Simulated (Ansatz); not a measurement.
A made-up structure of CH₅AlN (charge -1), closed shell:

```xyz
8
angstrom
C -0.8395 0.7992 -1.2219
Al -0.0528 0.3797 0.3819
N 0.7709 -1.1964 0.8225
H -0.8922 0.1562 -2.1036
H -1.3331 1.7596 -1.3887
H 0.0281 1.3388 1.6970
H -0.3361 1.5782 -0.7089
H 0.9790 -1.9323 0.1657
```

It is relaxed with PBE-D4/def2-SVPD and then PBE0-D4/def2-TZVPD (Ansatz 0.2.0). Atoms count as bonded within 1.22 times the sum of their covalent radii (H–H: 0.88 Å). The end point is not checked to be a true minimum.

(1) Does its bonding change? (A judgement: the text doesn't fix the answer.)

Answers

(1) By the calculation: Yes. Formed: none; broken: Al2–H7.

Where it ends: The first stage lowers the energy by 3.15 eV in 9 steps. It ends as CH₅AlN ([CH3][AlH][NH]), total charge -1:
```
8
angstrom
C -0.6682 1.0248 -1.1740
Al 0.0381 0.2404 0.5416
N 0.6992 -1.3124 0.9081
H -0.6141 0.3236 -2.0142
H -1.7166 1.3342 -1.0634
H -0.0907 1.3660 1.7178
H -0.1074 1.9270 -1.4546
H 0.7840 -2.0205 0.1826
```

Labels in which every atom is bracketed show which atoms are joined, not bond orders.

For scale, one of the runs: PBE0-D4/def2-TZVPD relaxation, 162 basis functions, launched by `ansatz run in.yaml --threads 2 --pin off --events-out ev --progress --plain --max-ram 4352MiB`. The run took about 31 s on 2 CPU threads of an Arm Neoverse V2 (shared host).
